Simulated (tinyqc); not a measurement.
The integration grid: Kohn-Sham R2SCAN on finer and finer grids in the sto-6g basis, for LiH, spin multiplicity 1. Computed by the program tinyqc with PySCF. Self-consistent on each grid; the net force on the molecule should vanish.

Geometry (angstrom):

| atom | x | y | z |
|---|---|---|---|
| Li | 0.0000 | 0.0000 | 0.0000 |
| H | 0.0000 | 0.0000 | 1.4480 |

Kohn-Sham energy on Becke grids (radial x angular points per atom):

| grid | points | residual of the electron count | E (hartree) | E - finest (mhartree) | largest net force without grid terms (hartree/bohr) |
|---|---|---|---|---|---|
| 10 x 14 | 273 | -5.27e-02 | -8.00366 | 29.12865 | 3.46e-02 |
| 15 x 26 | 770 | 2.22e-02 | -8.03789 | -5.09354 | 3.46e-03 |
| 20 x 50 | 1986 | 2.13e-04 | -8.03313 | -0.33576 | 2.61e-03 |
| 30 x 86 | 5139 | -1.41e-05 | -8.03283 | -0.03665 | 9.68e-04 |
| 50 x 194 | 19353 | 5.56e-06 | -8.03280 | -0.00647 | 1.14e-04 |
| 75 x 302 | 45208 | -7.53e-07 | -8.03279 | 0.00088 | 5.23e-05 |
| 120 x 590 | 141363 | -5.44e-09 | -8.03279 | 0.00000 | 8.26e-06 |

What does the comparison show, and why?

The energy is within 0.1 mhartree of the finest grid first at 30 x 86. The error has both signs, since quadrature is not variational. The electron count and the net force are cheap signs of a poor grid.
